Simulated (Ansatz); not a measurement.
## Ansatz (development build ahead of 0.2.0) run

```yaml
crystal:
  periodic: [false, false, false]
  atoms:
    - { symbol: C, position_ang: [0.66784, 0.78334, 0.0] }
    - { symbol: C, position_ang: [-0.66784, 0.78334, 0.0] }
    - { symbol: C, position_ang: [-0.66784, -0.78334, 0.0] }
    - { symbol: C, position_ang: [0.66784, -0.78334, 0.0] }
    - { symbol: H, position_ang: [1.44083, 1.55321, 0.0] }
    - { symbol: H, position_ang: [-1.44083, 1.55321, 0.0] }
    - { symbol: H, position_ang: [-1.44083, -1.55321, 0.0] }
    - { symbol: H, position_ang: [1.44083, -1.55321, 0.0] }
basis:
  gaussian: { orbitals: cc-pVTZ }
hamiltonian:
  xc: hf
correlation:
  method: mp2
  frozen_orbitals: { C: 1, H: 0 }
```

The input is written out in the form of the current development build from the run's settings.

The run gave:

```yaml
Converged: yes
Reference_energy: -153.69496 hartree
Correlation_energy: -0.63305 hartree
Total_energy: -154.32801 hartree
Spin_squared_of_the_determinant: 0.000
```

Caution: in another basis set an unrestricted determinant lies well below.
